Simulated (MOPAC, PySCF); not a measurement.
CF4, SMILES `FC(F)(F)F`, neutral singlet in the gas phase. 

Cartesian coordinates (Å):
```xyz
5

F     -0.7563    -0.5320    -0.9400
C     -0.0053     0.0178     0.0050
F     -0.3367     1.2942     0.1465
F     -0.2010    -0.6193     1.1517
F      1.2728    -0.0716    -0.3380
```
Charge 0, spin multiplicity 1.

All levels are single points at this geometry (B3LYP-D3(BJ)/def2-TZVP); Pople sets use spherical d functions. Orbital energies aren't observables, and empty levels follow the basis.

| level | HOMO (eV) | LUMO (eV) | gap (eV) | dipole (D) | vertical IE, Delta-SCF (eV) |
|---|---|---|---|---|---|
| B3LYP-D3(BJ)/def2-TZVP in PySCF | -12.31 | 2.20 | 14.51 | 0.00 | – |
| PBE-D3(BJ)/def2-TZVP in PySCF | -10.33 | 1.65 | 11.98 | 0.00 | – |
| B3LYP/6-311+G** in PySCF | -12.46 | 0.20 | 12.66 | 0.00 | – |
| B3LYP/6-31G* in PySCF | -11.65 | 5.01 | 16.65 | 0.00 | 15.02 |
| BP86/6-31G* in PySCF | -9.78 | 3.71 | 13.49 | 0.00 | – |
| M06-2X/6-31G* in PySCF | -14.35 | 6.85 | 21.21 | 0.00 | – |
| PBE/6-31G* in PySCF | -9.62 | 3.85 | 13.47 | 0.00 | – |
| SVWN5/6-31G* in PySCF | -9.86 | 3.59 | 13.44 | 0.00 | – |
| HF/6-31G* in PySCF | -18.38 | 11.15 | 29.53 | 0.00 | 16.89 |
| HF/STO-3G in PySCF | -13.27 | 16.52 | 29.79 | 0.00 | – |
| AM1 in MOPAC | -15.36 | 1.52 | 16.89 | 0.00 | – |
| PM6 in MOPAC | -16.03 | 0.38 | 16.41 | 0.00 | – |
| PM7 in MOPAC | -16.07 | 0.18 | 16.25 | 0.00 | – |
